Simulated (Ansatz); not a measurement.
Species: pyridine, C₅H₅N (charge 0, singlet). SMILES: c1ccncc1
Structure (B3LYP-D3(BJ)/def2-TZVP (Ansatz, a quantum-chemistry and plane-wave program) minimum search):
```xyz
11

N     -0.0083    -0.0086     1.4115
C      0.0081     0.0084    -1.3785
C     -0.0095     1.1349     0.7265
C      0.0010    -1.1436     0.7127
C      0.0094    -1.1892    -0.6767
C     -0.0015     1.1973    -0.6623
H      0.0145     0.0150    -2.4610
H     -0.0171     2.0459     1.3156
H      0.0018    -2.0618     1.2907
H      0.0168    -2.1411    -1.1908
H     -0.0029     2.1554    -1.1648
```
Charge 0, spin multiplicity 1.

Q: Give the harmonic wavenumbers at B3LYP-D3(BJ)/def2-TZVP (Ansatz, finite differences of forces, unscaled).

A: 384, 421, 617, 671, 719, 768, 897, 959, 1006, 1014, 1014, 1052, 1080, 1097, 1173, 1244, 1286, 1390, 1477, 1518, 1622, 1627, 3152, 3154, 3177, 3192, 3200 cm⁻¹. Zero-point energy 55.6 kcal/mol.

Q: From these and the geometry, give the ideal-gas thermochemistry at 298.15 K and 1 atm (rigid rotor, harmonic oscillator).

A: Point group C2v, rotational symmetry number 2. Rotational constants 6.075, 5.862, 2.983 GHz. S(trans) 39.02, S(rot) 24.14, S(vib) 4.09, S(elec, spin only) 0.00, S 67.2 cal/(mol K). H(298) - H(0) 3.27 kcal/mol; G - E(el) 38.8 kcal/mol.
